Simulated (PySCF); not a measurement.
# Reproducing measurements on C7H5N

**Measured values to compare with.**

From NIST CCCBDB Release 22 (SRD 101), experimental dipoles, for the gas: dipole moment (microwave Stark effect, vibrational ground state) 4.515 ± 0.0068 D.

From Jolly, The use of core electron binding energies as bench marks for the comparison of valence shell ionization potentials, LBL-11396 (1980); values from Bakke, Chen, Jolly 1980, for the gas: N 1s binding energy of N1 404.95 eV.

The results are set against them at the end.

Species: C7H5N.
SMILES with atom numbers: `[N:1]#[C:2][c:3]1[cH:4][cH:5][cH:6][cH:7][cH:8]1` (hydrogens: H9 on C4; H10 on C5; H11 on C6; H12 on C7; H13 on C8)

Geometry (PBE0-D3(BJ)/def2-TZVP, Å), atoms numbered from 1 in this order:
```xyz
13
C7H5N angstrom
N      3.5644    0.6977    0.0326
C      2.4340    0.4772    0.0218
C      1.0337    0.2022    0.0087
C      0.1184    1.2505    0.1033
C     -1.2378    0.9774    0.0901
C     -1.6840   -0.3325   -0.0165
C     -0.7730   -1.3754   -0.1106
C      0.5855   -1.1143   -0.0985
H      0.4789    2.2682    0.1863
H     -1.9499    1.7905    0.1638
H     -2.7472   -0.5417   -0.0263
H     -1.1226   -2.3974   -0.1938
H      1.3060   -1.9193   -0.1713
```

The PySCF runs (gas phase, on this PBE0-D3(BJ)/def2-TZVP geometry; non-relativistic but for the core-level run):

```csv
level,job,basis functions
"PBE0-D3(BJ)/def2-TZVP, grid level 2",geometry optimisation from a GFN2-xTB start shaken at random,278
B97-2/pcSseg-2,"shieldings, ring-centre shieldings",358
KT3/pcSseg-2,"shieldings, ring-centre shieldings",358
PBE0/pcSseg-2,"shieldings, ring-centre shieldings, charges and field gradients, density and orbital grids written",358
wB97X-D/pcSseg-2,"shieldings, ring-centre shieldings",358
"delta-SCF UKS SCAN, pcX-3 on the ionised atom, pcseg-2 elsewhere, spin-free X2C","ΔSCF core ionisation, 6 holes",364
```

## Comparison

**Dipole moment.** Measured: 4.515 D (NIST CCCBDB Release 22 (SRD 101), experimental dipoles).

| level | computed (D) | computed − measured (D) | % (from the printed values) |
| --- | --- | --- | --- |
| PBE0-D3(BJ)/def2-TZVP | 4.695 | +0.180 | +4 |
| B97-2/pcSseg-2 | 4.696 | +0.181 | +4 |
| KT3/pcSseg-2 | 4.580 | +0.065 | +1 |
| PBE0/pcSseg-2 | 4.705 | +0.190 | +4 |
| wB97X-D/pcSseg-2 | 4.708 | +0.193 | +4 |

All 5 levels lie above the measurement. The computed dipoles belong to one fixed geometry; measured ones are averaged over vibrations unless marked μe. Magnitudes are compared, not signs.

**Core binding energies.** Delta-SCF UKS SCAN, pcX-3 on the ionised atom, pcseg-2 elsewhere, spin-free X2C (PySCF).

```csv
level and atom,computed (eV),measured (eV),computed − measured (eV)
"N 1s, N1",404.54,404.95,-0.41
```

Sources, in the order of the opening: Jolly, The use of core electron binding energies as bench marks for the comparison of valence shell ionization potentials, LBL-11396 (1980); values from Bakke, Chen, Jolly 1980. The computed values are vertical, without vibrational structure; measured positions hang on the energy calibration. 

No measured geometry was used, and the causes of the misses weren't examined.
